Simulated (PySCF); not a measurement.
Unknown compound

The spectra below were simulated for a compound CH2O2.

¹H NMR (400 MHz, computed): δ 7.86 (s, 1H), 6.27 (br s, 1H).

¹³C{¹H} NMR (computed): δ 162.9 (CH).

Theoretical values (PySCF): shielding tensors at PBE0/pcSseg-1 (GIAO), structure optimised with GFN2-xTB, J couplings at B3LYP/pcJ-1. Single conformer, isolated molecule, no relativistic terms.

Chemical shifts δ = σref − σ; ¹H (σref 31.72) and ¹³C (σref 186.93) against TMS, all at this level.

What is the structure?

Results:


- Rings plus π bonds: 1 (no ring in the answer).
- Carbon types of the structure: 1 × CH, leaving 1 H on heteroatoms.
- δC 162.9: carboxylic acid carbon; lone-pair donation from the attached heteroatom keeps it upfield of a ketone carbonyl.
- δH 7.86: hydrogen on a carboxylic acid carbon.
- δH 6.27: hydrogen on an acid hydroxyl oxygen; exchangeable, gas-phase position.

The compound is SMILES O=CO.

The OH or NH signal is concentration- and solvent-dependent in practice; the value given is the gas-phase one. Shifts are as computed. Against solution values, carbons near 30 ppm lie about +3 ppm off and those near 130 ppm about +5 ppm. Of 1211 compounds with measured shifts, 218 miss one by over three times the rms of a fit or turn the order of signals round; such compounds aren't used in these exercises. Hydrogen bonding in solution deshields acid and N–H amide carbonyl carbons by as much as 10 ppm beyond these values. Couplings to exchangeable protons are dropped.
